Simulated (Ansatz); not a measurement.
A made-up structure of CH$_{4}$NSi (charge -1), closed shell:

```
7
angstrom
C -0.8169 0.4935 -0.3936
Si 0.8010 -0.5729 -0.5694
N 1.2864 -0.7410 1.0097
H -1.6794 -0.0390 -0.8172
H 1.0519 -0.0987 1.7665
H -1.0108 0.7173 0.6624
H 2.1428 -1.2918 1.0618
```

It is relaxed with PBE-D4/def2-SVPD and then PBE0-D4/def2-TZVPD (Ansatz 0.2.0). Atoms count as bonded within 1.22 times the sum of their covalent radii (H–H: 0.88 Å). The end point is not checked to be a true minimum.

(1) Does its bonding change? (A judgement: the text doesn't fix the answer.)

Answers

(1) By the calculation: No: no bond forms or breaks.

Where it ends: The first stage lowers the energy by 1.01 eV in 16 steps. It ends as CH₄NSi ([CH2][Si][NH2]), total charge -1:
```
7
angstrom
C -0.8859 0.1903 -0.2542
Si 0.5745 -0.7375 -0.5453
N 1.5413 -0.5390 0.9470
H -1.6414 0.2798 -1.0358
H 1.0891 -0.2267 1.7984
H -1.1329 0.7461 0.6571
H 2.2302 -1.2456 1.1529
```

Labels in which every atom is bracketed show which atoms are joined, not bond orders.

For scale, one of the runs: PBE0-D4/def2-TZVPD relaxation, 153 basis functions, launched by `ansatz run in.yaml --threads 2 --pin off --events-out ev --progress --plain --max-ram 4352MiB`. Hardware: 2 CPU threads of an Arm Neoverse V1, shared host. Wall time about 28 s.
